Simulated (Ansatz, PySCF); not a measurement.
# Ladder of methods for the band gap of rock-salt LiF

Reference value: 15.35 eV (measured, zero-point renormalisation of 1.15 eV added back here (the table's ZPR column); inputs from Chen et al. (2018), doi:10.1103/physrevmaterials.2.073803).

| level (code) | value (eV) | cell (Å³/atom) |
|---|---|---|
| LDA (Ansatz) | 8.85 (direct) | 8.16 |
| PBE (Ansatz) | (withheld) | 8.16 |
| PBE-D3(BJ) (Ansatz) | (withheld) | 8.00 |
| r²SCAN+rVV10 (Ansatz) | 10.38 (direct) | 7.84 |
| r²SCANh (Ansatz) | 11.51 (direct) | 7.87 |
| Hartree–Fock (Ansatz) | 21.86 (direct) | 8.16 |
| G0W0@PBE (PySCF) | 13.53 ± 0.010 | 8.16 |

Task: What belongs in the gaps?

Result: 
- PBE (Ansatz, an electronic-structure program), value (eV): 9.10 (direct)
- PBE-D3(BJ) (Ansatz), value (eV): 9.27 (direct)

Errors against the reference: LDA -6.50 eV, PBE -6.25 eV, PBE-D3(BJ) -6.08 eV, r²SCAN+rVV10 -4.97 eV, r²SCANh -3.84 eV, Hartree–Fock +6.51 eV, G0W0@PBE -1.82 eV.

Closest of the ranked levels: G0W0@PBE (-1.82 eV). Once the reference is moved by up to 0.10 eV (a margin picked here for doubts on the reference and the settings) and values within 0.03 eV count as equal, the farthest can be Hartree–Fock (+6.51 eV) or LDA (-6.50 eV). No ranked level lands within 0.3 eV. Even the nearest is off by 1.82 eV.

Semilocal Kohn–Sham gaps run low as a rule, and all computed gaps are for a static lattice, while measured ones hold electron–phonon shifts unless said otherwise.  A ± on a computed value is a rough bar: the spread of its extrapolation, a floor set from checks against published values, or a statistical error. Values are at the measured cell; PBE-D3(BJ) at the level's own relaxed cell; r²SCAN+rVV10 at the level's own relaxed cell; r²SCANh at the level's own equilibrium cell. Cutoffs and k meshes differ between the levels. Ansatz's density-functional and Hartree–Fock values are scalar-relativistic unless marked +SOC, with PAW data made under PBE.

Differences are worked out from the printed values.
